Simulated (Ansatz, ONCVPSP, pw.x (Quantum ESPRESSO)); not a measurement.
## molybdenum (Mo): one change to the ONCV potential, in the atom and in the bcc crystal

ONCVPSP 4.0.1 input, shortened (lines: element, Z, core and valence counts, functional; n l f; lmax; l rc ep ncon nbas qcut; lloc lpopt rc5 dvloc0; l nproj debl; icmod fcfact rcfact), LDA (Perdew-Wang 92), scalar-relativistic:

```
  Mo 42.00    6    3  -001012      upf
    1    0    2.00
    2    0    2.00
    2    1    6.00
    3    0    2.00
    3    1    6.00
    3    2   10.00
    4    0    2.00
    4    1    6.00
    4    2    6.00
    2
    0    1.85    0.00    4    9    5.20
    1    1.85    0.00    4    8    8.10
    2    2.15    0.00    4    8    6.50
    4    5    1.70    3.00
    0    2    3.90
    1    2    2.60
    2    2    3.40
    3    5.00    1.40
```

Change: d: nproj 1.

Cutoffs, loose and tight: the cutoffs (Ha) at which the residual kinetic energy of the hardest occupied pseudo-wave falls to 1 and 0.1 mHa per electron. They do not see the model core or the augmentation charge, which bear on the density cutoff. Test errors are all-electron minus pseudo excitation energies from the reference, over the configurations 4s2 4p6 4d5 5s1; 4s2 4p6 4d5; 4s2 4p6 4d4; 4s2 4p6 4d4 5s2; variants that change the core or the reference have their own tests.

Crystal test: bcc Mo in pw.x 7.5, no spin, 15³ k-points, Fermi–Dirac smearing 0.01 Ry, cutoffs set for each file from its atomic test. The reference is all-electron LAPW (Ansatz 0.2.0) with the same functional, mesh and smearing; V0 and B0 come from Birch–Murnaghan fits to the pressures at five volumes. Errors are pseudo minus all-electron; Δ is the rms difference of the E(V) curves that follow from these fits, minima aligned, over ±6 % about the mean V0. Mesh and smearing are coarse, so the numbers serve the comparison and aren't converged zero-temperature values; the lattice is a test structure that the element need not adopt.

All-electron: a0 = 3.113 Å (V0 = 15.08 Å³/atom), B0 = 291.6 GPa.

Task: Does the change bring the crystal closer to the all-electron result?

Result: The mean pressure error goes from +2.07 to +2.74 GPa, so the change moves the solid further from the all-electron pressures.

```
                       quantity       base    changed
                 outcome (atom)  generated  generated
           cutoff, loose (atom)      15 Ha      15 Ha
           cutoff, tight (atom)      19 Ha      19 Ha
            bound ghosts (atom)       none       none
largest test error (meV) (atom)        +23        +18
           cutoffs in pw.x (Ry)     50/200     50/200
                         a0 (Å)      3.120      3.122
                   a0 error (%)      +0.23      +0.30
                   B0 error (%)       +0.6       +0.5
                   Δ (meV/atom)        6.7        8.8
      mean pressure error (GPa)      +2.07      +2.74
```
